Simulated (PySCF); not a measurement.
**Shifts of the heteroatoms**

Geometry (Å), atoms numbered from 1 in this order:
```xyz
12

C     1.7593   -0.8550    0.4084
O     0.3822   -0.4975    0.5848
S    -0.2193    0.4317   -0.5564
C    -1.8457    0.5598    0.0918
O     0.4243    1.7072   -0.5099
O    -0.2409   -0.2947   -1.7872
H     1.8871   -1.4154   -0.5189
H     2.3829    0.0401    0.4008
H     2.0094   -1.4795    1.2623
H    -2.3969    1.1922   -0.6037
H    -1.7993    1.0243    1.0745
H    -2.2881   -0.4331    0.1371
```

[PySCF 2.14: structure optimised with PBE0-D3(BJ)/def2-TZVP; NMR shieldings at B97-2/pcSseg-2/GIAO; rapidly exchanging positions averaged; one computed conformer; no solvent; no relativistic terms]

Question: Where does 17O resonate?

Answer: 
```
atoms            environment  σ (ppm)  δ (ppm)
O5/O6             S=O oxygen    115.5    164.7
   O2  oxygen bonded to C, S    164.9    117.8
```

Shieldings were converted by a linear fit to measured shifts: 17O: δ = 274.03 − 0.947σ (rms 12.2 ppm, 99 shifts vs liquid water, solution or neat liquid). Occasional misses reach two or three times the rms, and more in compound classes unlike the fitted ones.

On a 400 MHz spectrometer 17O resonates near 54.2 MHz, so 1 ppm is 54.2 Hz.
